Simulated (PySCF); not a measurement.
A species of formula C4H7NO has this rotational fingerprint, computed with PBE0-D3(BJ)/def2-TZVP geometry optimisation, gas phase (PySCF 2.14.0):

```
Rotational constants : A = 7540, B = 2752, C = 2387 MHz
Dipole components    : |μa| = 0.26 D, |μb| = 3.67 D, |μc| = 0.00 D
Inertial defect      : -39.00 u·Å²
κ                    : -0.86
```

**Question.** Which candidate fits, each taken in the one conformer that was computed?
A. `CC1=NCCO1` (2-methyl-2-oxazoline)
B. `[NH2:1][C:2](=[O:3])[CH:4]1[CH2:5][CH2:6]1` with H–N1–C2–O3 0° and 180°, N1–C2–C4–C5 146° (cyclopropanecarboxamide)

**Answer.** B. It is NC(=O)C1CC1, an asymmetric top, point group Cs. The candidates at the same level (rigid rotor, commonest isotopes):

```tsv
SMILES	A (MHz)	B (MHz)	C (MHz)	μa (D)	μb (D)	μc (D)	Δ (u·Å²)	point group	rotor
CC1=NCCO1	7853	3466	2518	0.66	1.14	0.00	-9.46	near Cs	asymmetric top
NC(=O)C1CC1	7540	2752	2387	0.26	3.67	0.00	-39.00	Cs	asymmetric top
```

`CC1=NCCO1` has B 26 % too high. In the right answer the mirror of this Cs structure is the ab plane, so μc vanishes by symmetry (the 0.02 D computed is a residue). No structure here is proved a minimum.
